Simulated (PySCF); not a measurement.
**How the functional moves excitation energies**

Species: C2ClF3.
SMILES: `FC(F)=C(F)Cl`

Linear-response calculations in the def2-SVPD basis (PySCF; singlets by full response, triplets Tamm–Dancoff, core orbitals frozen in the response; HF means time-dependent Hartree–Fock). 'Strongest' is the level of largest summed f among the singlets computed (10 roots, of which the last may lack a degenerate partner); it can jump between rows when another state enters that window. S1 is the lowest singlet of each run and needn't be the same state throughout; f(S1) is that of one state. Geometry: PBE0-D3(BJ)/def2-SVP; no solvent, vibrations or thermal averaging.

```json
{"functional": "PBE0", "kind": "global hybrid, 25% exact exchange", "S1 (eV)": "6.02", "f(S1)": "0.000", "strongest (eV)": "7.46", "T1 (eV)": "4.30", "HOMO (eV)": "-7.60", "gap (eV)": "7.62", "ionisation energy, ΔSCF (eV)": "9.98"}
{"functional": "BHandHLYP", "kind": "global hybrid, 50% exact exchange", "S1 (eV)": "6.39", "f(S1)": "0.001", "strongest (eV)": "7.73", "T1 (eV)": "4.24", "HOMO (eV)": "-8.86", "gap (eV)": "9.70", "ionisation energy, ΔSCF (eV)": "10.15"}
{"functional": "CAM-B3LYP", "kind": "range-separated hybrid", "S1 (eV)": "6.18", "f(S1)": "0.000", "strongest (eV)": "7.48", "T1 (eV)": "4.27", "HOMO (eV)": "-9.00", "gap (eV)": "9.99", "ionisation energy, ΔSCF (eV)": "10.13"}
{"functional": "wB97X-D", "kind": "range-separated hybrid", "S1 (eV)": "6.21", "f(S1)": "0.000", "strongest (eV)": "7.52", "T1 (eV)": "4.40", "HOMO (eV)": "-9.47", "gap (eV)": "11.32", "ionisation energy, ΔSCF (eV)": "10.05"}
{"functional": "LC-wPBE", "kind": "range-separated hybrid", "S1 (eV)": "6.41", "f(S1)": "0.000", "strongest (eV)": "7.59", "T1 (eV)": "4.15", "HOMO (eV)": "-10.30", "gap (eV)": "12.41", "ionisation energy, ΔSCF (eV)": "10.17"}
```

S1 runs from 6.02 eV (PBE0) to 6.41 eV (LC-wPBE), a spread of 0.39 eV, while the orbital gap spreads over 4.8 eV. −ε(HOMO) comes closest to its own ΔSCF ionisation energy with LC-wPBE (+0.12 eV) and misses most with PBE0 (-2.38 eV).
